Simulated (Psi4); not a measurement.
**N2H (dinitrogen monohydride) at UCCSD/def2-TZVPPD**

Aim: the energy change on altering one bond length of N2H (dinitrogen monohydride) at UCCSD/def2-TZVPPD, from 2 runs. 

Program for the calculation: Psi4 1.11.

17 further runs of the same task are left out: 16 that didn't finish, 1 set aside as unsound or not needed.

## 1. The structure to begin with

N2H: 3 atoms, total charge 0, spin state doublet. As SMILES, `[N]=N`. Geometry: relaxed at PBE0-D4/def2-TZVP.

Bond lengths: N1–N2 1.165 Å, N2–H3 1.057 Å. Angles: N1–N2–H3 117.5°.

## 2. A single-point energy at UCCSD/def2-TZVPPD

File run.py:

```python
import psi4

psi4.set_memory(1600000000)
psi4.set_num_threads(1)
psi4.core.set_output_file('psi4.out', False)

mol = psi4.geometry("""
0 2
N      0.710530    -0.606720     0.326180
N     -0.268660    -0.217710    -0.170100
H     -0.441870     0.824430    -0.156080
units angstrom
symmetry c1
""")

psi4.set_options({
    'basis': 'def2-TZVPPD',
    'reference': 'uhf',
    'puream': True,
    'e_convergence': 1e-09,
    'd_convergence': 1e-08,
    'scf_type': 'pk',
    'num_frozen_docc': 2,
    'maxiter': 100,
})

energy_value, wavefunction = psi4.energy('ccsd', return_wfn=True)
print(f'ccsd energy: {energy_value:.10f} Eh')
```

Run with:

```sh
$ python run.py
```

psi4.out:

```text
[...]
  Running in c1 symmetry.
[...]
  Nuclear repulsion =   27.719687010035415
[...]
  Multiplicity = 2
[...]
  Nalpha       = 8
  Nbeta        = 7
[...]
    Number of basis functions: 91
[...]
   @UHF iter   1:  -109.43451799022692   -7.49966e-01   2.39763e-03 DIIS/ADIIS
[...]
   @UHF iter  19:  -109.47327325699717   -4.78906e-12   6.41933e-09 DIIS
[...]
   @S^2 Observed:                8.488312822E-01
[...]
    Orbital Energies [Eh]
    ---------------------
    Alpha Occupied:
       1A    -15.660849     2A    -15.642700     3A     -1.426614
       4A     -0.912904     5A     -0.715610     6A     -0.637884
       7A     -0.573138     8A     -0.389584
    Alpha Virtual:
       9A      0.097228    10A      0.120360    11A      0.149701
      12A      0.181612    13A      0.215140    14A      0.230107
      15A      0.293755    16A      0.354235    17A      0.376270
      18A      0.385527    19A      0.407870    20A      0.411504
      21A      0.429930    22A      0.502811    23A      0.504946
      24A      0.539838    25A      0.553768    26A      0.599535
[...]
  @UHF Final Energy:  -109.47327325699717
   => Energetics <=
    Nuclear Repulsion Energy =             27.7196870100354147
    One-Electron Energy =                -203.1792721561045028
    Two-Electron Energy =                  65.9863118890719136
    Total Energy =                       -109.4732732569971745
  UHF NO Occupations:
  HONO-2 :    6  A 1.9937491
  HONO-1 :    7  A 1.9598177
[...]
 Multipole Moments:
 ------------------------------------------------------------------------------------
     Multipole            Electronic (a.u.)      Nuclear  (a.u.)        Total (a.u.)
 ------------------------------------------------------------------------------------
 L = 1.  Multiply by 2.5417464519 to convert [e a0] to [Debye]
 Dipole X            :          0.3980626           -0.6278990           -0.2298364
 Dipole Y            :         -0.4083422            1.1239941            0.7156518
 Dipole Z            :          0.0000000            0.0000000            0.0000000
 Magnitude           :                                                    0.7516531
[...]
      * MP2 total energy                      = -109.832707888409573
[...]
      * CCSD total energy                     = -109.853634525936897
```

Standard output:

```text
ccsd energy: -109.8536345259 Eh
```

Run time: 63 s. Hardware: 1 thread of Intel Xeon Platinum 8259CL at 2.50GHz (Skylake/Cascade Lake), shared host; peak memory 0.99 GiB.

## 3. The distorted shape, same level

File hn2.inp:

```
memory 1.6 GB

molecule molecule1 {
  0 2
  N
  N 1 R2
  H 2 R3 1 A3

  R2 = 2.5623
  R3 = 1.056529
  A3 = 117.49315
  symmetry c1
  no_reorient
  no_com
}

set basis def2-TZVPPD
set reference uhf
set puream true
set e_convergence 1e-09
set d_convergence 1e-06
set scf_type pk
set num_frozen_docc 2
set maxiter 200
set damping_percentage 30
set guess sap

energy('ccsd')
```

Run with:

```sh
$ psi4 -i hn2.inp -o hn2.out -n 1
```

hn2.out:

```text
[...]
  Running in c1 symmetry.
[...]
  Nuclear repulsion =   14.786656464740972
[...]
  Multiplicity = 2
[...]
  Nalpha       = 8
  Nbeta        = 7
[...]
    Number of basis functions: 91
[...]
   @UHF iter   1:  -107.21255805590056   -1.07213e+02   1.63699e-02 DIIS/ADIIS
[...]
   @UHF iter  47:  -109.38199098266483    6.81325e-10   6.40398e-09 DIIS/DAMP=30%
[...]
   @S^2 Observed:                2.745784566E+00
[...]
    Orbital Energies [Eh]
    ---------------------
    Alpha Occupied:
       1A    -15.658570     2A    -15.579655     3A     -1.151905
       4A     -0.916250     5A     -0.570596     6A     -0.559387
       7A     -0.559259     8A     -0.495025
    Alpha Virtual:
       9A      0.098002    10A      0.098645    11A      0.109111
      12A      0.160194    13A      0.215225    14A      0.263243
      15A      0.264555    16A      0.307114    17A      0.384075
      18A      0.385015    19A      0.398879    20A      0.403804
      21A      0.416745    22A      0.421894    23A      0.423094
      24A      0.455061    25A      0.465322    26A      0.566343
[...]
  @UHF Final Energy:  -109.38199098266483
   => Energetics <=
    Nuclear Repulsion Energy =             14.7866564647409717
    One-Electron Energy =                -178.0758008472913048
    Two-Electron Energy =                  53.9071533998854804
    Total Energy =                       -109.3819909826648313
  UHF NO Occupations:
  HONO-2 :    6  A 1.1625483
  HONO-1 :    7  A 1.0443844
[...]
 Multipole Moments:
 ------------------------------------------------------------------------------------
     Multipole            Electronic (a.u.)      Nuclear  (a.u.)        Total (a.u.)
 ------------------------------------------------------------------------------------
 L = 1.  Multiply by 2.5417464519 to convert [e a0] to [Debye]
 Dipole X            :         -0.3077689            0.8482767            0.5405078
 Dipole Y            :          1.2829399           -1.6010344           -0.3180945
 Dipole Z            :         -0.0000000            0.0000000           -0.0000000
 Magnitude           :                                                    0.6271624
[...]
      * MP2 total energy                      = -109.617558625966495
[...]
      * CCSD total energy                     = -109.653524404038507
[...]
```

It took 87 s on 1 thread of Intel Xeon Platinum 8259CL at 2.50GHz (Skylake/Cascade Lake), shared host; peak memory 0.98 GiB.

## 4. Outcome

Level: UCCSD/def2-TZVPPD, 2 core orbitals frozen.

| quantity | value |
| --- | --- |
| first shape: total energy | -109.85363 Eh |
| first shape: HOMO energy (Hartree–Fock orbitals) (highest over α and β) | -10.60 eV |
| first shape: LUMO energy (Hartree–Fock orbitals) (lowest over α and β) | 2.57 eV |
| first shape: correlation energy (2 core orbitals frozen) | -380.4 mEh |
| first shape: ⟨S²⟩ of the reference determinant | 0.849 |
| first shape: T1 diagnostic | 0.056 |
| distorted shape: total energy | -109.65352 Eh |
| distorted shape: HOMO energy (Hartree–Fock orbitals) (highest over α and β) | -13.47 eV |
| distorted shape: LUMO energy (Hartree–Fock orbitals) (lowest over α and β) | 2.61 eV |
| distorted shape: correlation energy (2 core orbitals frozen) | -271.5 mEh |
| distorted shape: ⟨S²⟩ of the reference determinant | 2.746 |
| distorted shape: T1 diagnostic | 0.019 |
| energy change with the N1–N2 bond stretched from 1.165 to 2.562 Å | 5.445 eV |

**Reading.** With the N1–N2 bond stretched from 1.165 to 2.562 Å the energy rises by 5.45 eV (525 kJ/mol). The first shape isn't relaxed at this level, so the change isn't measured from a minimum. The T1 diagnostic (first shape) of 0.056 is above the customary mark for such species, so a single reference may not serve. ⟨S²⟩ (distorted shape) is 2.75 where a pure doublet has 0.75: the reference is spin-contaminated.
